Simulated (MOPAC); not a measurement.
MOPAC input (PM6):

```
PM6 FORCE THERMO(298,298) PRECISE LET UHF MS=0.5 GEO-OK AUX(PRECISION=9) THREADS=1
CH2NO

O    -0.30670744 1    1.23186055 1   -0.08043962 1
C    -0.36306054 1    0.05809340 1   -0.01036380 1
N     0.43848508 1   -1.02370151 1    0.07030757 1
H     0.04078018 1   -1.94669013 1    0.11875078 1
H     1.44732996 1   -0.97027330 1    0.08608416 1
```

Problem. Which zero-point energy does it print?

Solution. 18.51 kcal/mol, from the harmonic wavenumbers of PM6.
